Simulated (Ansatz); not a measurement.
**Worked example: correlation energy of HBeGe⁺, singlet**

Geometry: that of the HBeGe, doublet, kept fixed.

```xyz
3

Ge    0.0000    0.0000    1.9587
Be    0.0000    0.0000   -0.3067
H     0.0000    0.0000   -1.6520
```

Basis 6-31G (Cartesian d functions); Ansatz 0.2.0. Correlated methods freeze the noble-gas cores and the filled d shells of p-block atoms, which leaves 6 electrons in 25 orbitals. R marks a restricted (for open shells ROHF) determinant. No spin–orbit coupling is included, and no scalar relativity.

Full CI is exact within this basis and frozen core; it isn't the basis-set limit.

Runs differ by some tens of microhartree through their thresholds, so steps under 0.03 kcal/mol mean nothing.

```tsv
level	total energy (hartree)
RHF	-2089.919884
RMP2	-2089.967190
RCCSD	-2089.989223
RCCSD(T)	-2089.989954
RCCSDT	-2089.990267
RCCSDT(Q)	-2089.990348
RCCSDTQ	-2089.990391
full CI	-2089.990393
```

Q: What is the correlation energy at full CI, and what share of it do RMP2 and RCCSD recover?

A: E(corr) = -2089.990393 − (-2089.919884) = -0.070509 hartree = -1.919 eV. RMP2: -0.047306 / -0.070509 = 67.09 %. RCCSD: -0.069339 / -0.070509 = 98.34 %.

Q: By how many kcal/mol does RCCSD(T) miss full CI (1 hartree = 627.509 kcal/mol), and which steps make up the rest?

A: -2089.989954 − (-2089.990393) = 0.000439 hartree = 0.28 kcal/mol. Steps: RCCSDT − RCCSD(T) = -0.20, RCCSDT(Q) − RCCSDT = -0.05, RCCSDTQ − RCCSDT(Q) = -0.03, full CI − RCCSDTQ = 0.00 kcal/mol. That is within 1 kcal/mol of the reference in this basis, which itself misses far more of the correlation at the basis-set limit.
